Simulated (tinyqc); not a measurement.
MP2 on RHF in the sto-3g basis, frozen core, for H2O, spin multiplicity 1, step by step. One step of it, computed by the program tinyqc.

Task: Iteration 8 (converged): orbitals. Diagonalise F' = X^T F X, C = X C', fill 5 alpha and 5 beta electrons from the bottom; D = 2 C_occ C_occ^T. Each column has its largest component positive (the first on a tie).

converged F (hartree), lower triangle:
```
             1O 1s      1O 2s     1O 2px     1O 2py     1O 2pz      2H 1s      3H 1s
1O 1s   -20.236384
1O 2s    -5.162430  -2.429346
1O 2px    0.000000   0.000000  -0.387005
1O 2py    0.000000   0.000000   0.000000  -0.286525
1O 2pz   -0.027927  -0.104280   0.000000   0.000000  -0.320816
2H 1s    -1.064767  -0.941229   0.000000  -0.387949  -0.344468  -0.514640
3H 1s    -1.064767  -0.941229   0.000000   0.387949  -0.344468  -0.328845  -0.514640
```

X:
```
                1          2          3         4          5          6         7
1O 1s   -0.319178   0.000000   0.750315  0.000000  -0.615450   0.000000  0.160792
1O 2s    1.133199   0.000000  -0.290252  0.000000  -0.296205   0.000000  0.432450
1O 2px   0.000000   0.000000   0.000000  1.000000   0.000000   0.000000  0.000000
1O 2py   0.000000   0.913399   0.000000  0.000000   0.000000   0.684405  0.000000
1O 2pz   0.512915   0.000000   0.652740  0.000000   0.642490   0.000000  0.196733
2H 1s   -0.714272  -0.831310  -0.163521  0.000000   0.133228   0.375994  0.377753
3H 1s   -0.714272   0.831310  -0.163521  0.000000   0.133228  -0.375994  0.377753
```

Give: F' = X^T F X; orbital energies; coefficients C; D after iteration 8.

Result:

F' = X^T F X (hartree), lower triangle:
```
        1      2       3       4       5       6       7
1   0.077
2   0.000  0.682
3   1.774  0.000  -9.027
4   0.000  0.000   0.000  -0.387
5  -1.297  0.000   8.868   0.000  -9.481
6   0.000  0.112   0.000   0.000   0.000  -0.586
7   0.236  0.000  -3.894   0.000   4.152   0.000  -2.944
```

orbital energies (hartree): MO1 -20.245, MO2 -1.243, MO3 -0.596, MO4 -0.442, MO5 -0.387, MO6 0.554, MO7 0.692

coefficients C:
```
           MO1     MO2     MO3     MO4    MO5     MO6     MO7
1O 1s    0.994  -0.235   0.000   0.099  0.000  -0.126   0.000
1O 2s    0.026   0.852   0.000  -0.514  0.000   0.808   0.000
1O 2px   0.000   0.000   0.000   0.000  1.000   0.000   0.000
1O 2py   0.000   0.000   0.602   0.000  0.000   0.000   0.970
1O 2pz   0.004   0.111   0.000   0.773  0.000   0.729   0.000
2H 1s   -0.005   0.155   0.447   0.295  0.000  -0.766  -0.795
3H 1s   -0.005   0.155  -0.447   0.295  0.000  -0.766   0.795
```

D after iteration 8, lower triangle:
```
         1O 1s   1O 2s  1O 2px  1O 2py  1O 2pz   2H 1s  3H 1s
1O 1s    2.107
1O 2s   -0.451   1.981
1O 2px   0.000   0.000   2.000
1O 2py   0.000   0.000   0.000   0.725
1O 2pz   0.109  -0.604   0.000   0.000   1.219
2H 1s   -0.025  -0.039   0.000   0.538   0.490   0.621
3H 1s   -0.025  -0.039   0.000  -0.538   0.490  -0.178  0.621
```
